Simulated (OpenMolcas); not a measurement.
# A workflow on C2HF (fluoroacetylene)

Aim: the energy (singlet C2HF, HF/ANO-R2), then the energy (singlet C2HF, CASSCF(6,6)/ANO-R2), then a single-point energy (singlet C2HF, CASPT2(6,6)/ANO-R2), then a single-point energy (triplet C2HF, CASPT2(6,6)/ANO-R2) of C2HF. 

The calculation is run with OpenMolcas 26.06.

## (1) The molecule

C2HF: 4 atoms, total charge 0, spin state singlet. SMILES: `C#CF`. The coordinates come from a PBE0-D4/def2-TZVP relaxation.

Bond lengths: C1–C2 1.192 Å, C2–F3 1.270 Å, C1–H4 1.063 Å. Angles: C1–C2–F3 180.0°, C2–C1–H4 180.0°.

## (2) The energy at HF/ANO-R2 (sfX2C, RICD fitting) (run 1)

Input file step1.input:

```
&gateway
  coord
  4
  bohr
  C     -0.68224782     0.85625380    -0.54843632
  C      0.57309724    -0.71968330     0.46073413
  F      1.90975722    -2.39808135     1.53502453
  H     -1.80058774     2.26151084    -1.44732234
  basis=ANO-R2
  group=NoSym
  ricd

&seward

&scf
  prorbitals=0
```

Command:

```console
export MOLCAS_MEM=1860
pymolcas step1.input > step1.log
```

Output:

```text
--- Start Module: gateway ---
[...]
--- Stop Module: gateway /rc=_RC_ALL_IS_WELL_ ---
--- Start Module: seward ---
[...]
      Basis functions          113
--- Stop Module: seward /rc=_RC_ALL_IS_WELL_ ---
[...]
--- Start Module: scf ---
[...]
       Convergence after  11 Iterations
[...]
::    Total SCF energy                               -175.8405321978
[...]
      Total spin, S                                     0.0000000000
[...]
      Total electronic charge=   22.000000
      Total            charge=   -0.000000
[...]
      Dipole Moment (debye):
      Origin of the operator (angstrom)=    0.3987   -0.5007    0.3205
                   X= -4.7070E-01               Y=  5.9169E-01               Z= -3.7831E-01           Total=  8.4544E-01
      Quadrupole Moment (debye*angstrom):
[...]
--- Stop Module: scf /rc=_RC_ALL_IS_WELL_ ---
[...]
```

Wall time 7.5 s (1 thread of Arm Neoverse V1, shared host); peak memory 0.084 GiB.

## (3) The energy at CASSCF(6,6)/ANO-R2 (sfX2C, RICD fitting) (run 2)

Input file step2.inp:

```
&GATEWAY
 Coord
 4
 bohr
 C     -0.68224782     0.85625380    -0.54843632
 C      0.57309724    -0.71968330     0.46073413
 F      1.90975722    -2.39808135     1.53502453
 H     -1.80058774     2.26151084    -1.44732234
 Basis=ANO-R2
 Group=NoSym
 RICD

&SEWARD

&RASSCF
 FileOrb=$CurrDir/step1.ScfOrb
 Spin=1
 Nactel=6 0 0
 Inactive=8
 Ras2=6
 OrbListing=Nothing
 OrbAppear=Compact
```

Command:

```console
export MOLCAS_MEM=1860
pymolcas step2.inp > step2.log
```

Output:

```text
--- Start Module: gateway ---
[...]
--- Stop Module: gateway /rc=_RC_ALL_IS_WELL_ ---
--- Start Module: seward ---
[...]
      Basis functions          113
--- Stop Module: seward /rc=_RC_ALL_IS_WELL_ ---
[...]
--- Start Module: rasscf ---
[...]
      Number of active orbitals                  6
[...]
      Spin quantum number                      0.0
[...]
      Active orbitals                            6
[...]
      Number of CSFs                           175
[...]
      Number of root(s) required                 1
[...]
 ###    WARNING: Large orbital rotation.                                     ###
 ###############################################################################
      Molecular orbital  12 of symmetry 1 MO space 2  weight is    0.378263
[...]
 ###    WARNING: Large orbital rotation.                                     ###
 ###############################################################################
      Molecular orbital  13 of symmetry 1 MO space 2  weight is    0.377613
[...]
      Convergence after 25 iterations
[...]
      printout of CI-coefficients larger than  0.05 for root  1
      energy=    -175.926862
      conf/sym  111111     Coeff  Weight
             1  222000  -0.96732 0.93571
            11  220200   0.12321 0.01518
            20  2udu0d  -0.10751 0.01156
            34  202002   0.12321 0.01518
            43  022020   0.08240 0.00679
            48  2uud0d  -0.09271 0.00860
      Natural orbitals and occupation numbers for root  1
      sym 1:   1.980089   1.943771   1.943771   0.056835   0.018699   0.056835
      ************************************************************************************************************************
      *                                                    Final results                                                     *
[...]
::    RASSCF root number  1 Total energy:   -175.92686176
[...]
      Total electronic charge=   22.000000
      Total            charge=   -0.000000
[...]
      Dipole Moment (debye):
      Origin of the operator (angstrom)=    0.3987   -0.5007    0.3205
                   X= -5.3032E-01               Y=  6.6645E-01               Z= -4.2626E-01           Total=  9.5241E-01
      Quadrupole Moment (debye*angstrom):
[...]
--- Stop Module: rasscf /rc=_RC_ALL_IS_WELL_ ---
[...]
```

It took 17 s on 1 thread of Arm Neoverse V1, shared host; peak memory 0.084 GiB.

Run 3 isn't shown in full; the table further down has it.

## (4) The triplet: the energy at CASPT2(6,6)/ANO-R2 (sfX2C, RICD fitting, ipea shift 0.25 Eh, pt2 variant SS) (run 4)

Input file step4.input:

```
&gateway
  coord
  4
  angstrom
  C       -0.361030       0.453110      -0.290220
  C        0.303270      -0.380840       0.243810
  F        1.010600      -1.269010       0.812300
  H       -0.952830       1.196740      -0.765890
  basis=ANO-R2
  group=NoSym
  ricd

&seward

&rasscf
  fileorb=$CurrDir/step2.RasOrb
  spin=3
  nactel=6 0 0
  inactive=8
  ras2=6
  orblisting=Nothing
  orbappear=Compact

&caspt2
  imaginary=0.2
```

Command:

```console
export MOLCAS_MEM=1860
pymolcas step4.input > step4.log
```

Output:

```text
--- Start Module: gateway ---
[...]
--- Stop Module: gateway /rc=_RC_ALL_IS_WELL_ ---
[...]
      Basis functions          113
[...]
--- Start Module: rasscf ---
[...]
      Number of active orbitals                  6
[...]
      Spin quantum number                      1.0
[...]
      Active orbitals                            6
[...]
      Number of CSFs                           189
[...]
      Number of root(s) required                 1
[...]
      Convergence after 17 iterations
[...]
      printout of CI-coefficients larger than  0.05 for root  1
      energy=    -175.681685
      conf/sym  111111     Coeff  Weight
             1  22uu00  -0.68919 0.47498
             6  2u200u   0.68919 0.47499
             8  u220u0   0.06825 0.00466
            57  2u020u  -0.12296 0.01512
            80  20uu02   0.12296 0.01512
            92  02uu20   0.05823 0.00339
[...]
      Natural orbitals and occupation numbers for root  1
      sym 1:   1.972888   1.469482   1.469484   0.530794   0.026555   0.530796
      ************************************************************************************************************************
      *                                                    Final results                                                     *
[...]
::    RASSCF root number  1 Total energy:   -175.68168468
[...]
      Total electronic charge=   22.000000
      Total            charge=   -0.000000
[...]
      Dipole Moment (debye):
      Origin of the operator (angstrom)=    0.3987   -0.5007    0.3205
                   X= -3.8625E-01               Y=  4.8558E-01               Z= -3.1070E-01           Total=  6.9391E-01
      Quadrupole Moment (debye*angstrom):
[...]
--- Stop Module: rasscf /rc=_RC_ALL_IS_WELL_ ---
[...]
--- Start Module: caspt2 ---
[...]
      E2 (Variational):          -0.4923218919
      Total energy:            -176.1740065695
[...]
      Reference weight:           0.89099
[...]
::    CASPT2 Root  1     Total energy:   -176.17400657
[...]
--- Stop Module: caspt2 /rc=_RC_ALL_IS_WELL_ ---
[...]
```

It took 17 s on 1 thread of Arm Neoverse V1, shared host; peak memory 0.15 GiB.

## (5) Overview of the runs

```csv
run,level,active rule,inactive,partner,energy (Eh),dipole moment (D) of the reference,wall time
1,"HF/ANO-R2 (sfX2C, RICD fitting)",–,–,base,-175.840532,0.85,7.5 s
2,"CASSCF(6,6)/ANO-R2 (sfX2C, RICD fitting)",frontier window,8,base,-175.926862,0.95,17 s
3,"CASPT2(6,6)/ANO-R2 (sfX2C, RICD fitting, ipea shift 0.25 Eh, pt2 variant SS)",frontier window,8,base,-176.401073,0.95,11 s
4,"CASPT2(6,6)/ANO-R2 (sfX2C, RICD fitting, ipea shift 0.25 Eh, pt2 variant SS)",frontier window,8,triplet,–,–,17 s
```

## (6) Summary of results

| quantity | value |
| --- | --- |
| run 3, CASPT2(6,6)/ANO-R2: total energy | -176.40107 Eh |
| run 3, CASPT2(6,6)/ANO-R2: dipole moment (CASSCF density) | 0.95 D |

Below the HF energy at the same shape and in the same basis (ANO-R2): CASSCF(6,6) -86.3 mEh; CASPT2(6,6) -560.5 mEh. Active-space methods hold only the correlation inside their space unless a perturbation or CI step follows. All runs together took 53 s, the longest 17 s. 1 of the 4 runs ended normally but are set aside, since settings or state are in doubt.
